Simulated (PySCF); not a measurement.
FH.
SMILES: `F`

Computed, not measured: PBE/def2-TZVP geometry optimisation, gas phase (PySCF).

Take the most abundant isotopes and a rigid rotor. 

(1) What are the moment of inertia and the rotational constant?

(2) List the first levels of a rigid rotor in a Σ state.

(3) Where do the first rotational lines fall?

(4) Estimate the classical rotational partition function at 200 K and 298.15 K.

Results:

(1) I = 0.832 u·Å², B = 505379 MHz·u·Å²/I = 607465 MHz (20.2629 cm⁻¹, or 29.154 K as hB/k). For two atoms I = μr² with μ = 0.9571 u and r = 0.9324 Å.

(2) E(J) = BJ(J+1): J = 1: 40.526, J = 2: 121.577, J = 3: 243.154, J = 4: 405.257, J = 5: 607.886, J = 6: 851.040 cm⁻¹.

(3) The dipole is 1.90 D; J+1 ← J lies at 2B(J+1): 1 ← 0 at 1214.93 GHz, 2 ← 1 at 2429.86 GHz, 3 ← 2 at 3644.79 GHz, 4 ← 3 at 4859.72 GHz, 5 ← 4 at 6074.65 GHz, 6 ← 5 at 7289.59 GHz.

(4) Point group C∞v, symmetry number σ = 1; q = kT/(σhB), k/h = 20836.6 MHz/K: 6.9 at 200 K, 10.2 at 298.15 K.

No PBE/def2-TZVP frequencies stand behind this structure, so it isn't proved a minimum. Zero-point vibration and centrifugal distortion are left out.

Hardware: one thread of an Arm Neoverse V1, no GPU, shared host. Cost: 0.69 s wall, 0.23 GiB resident at most. These figures are those of the optimisation.
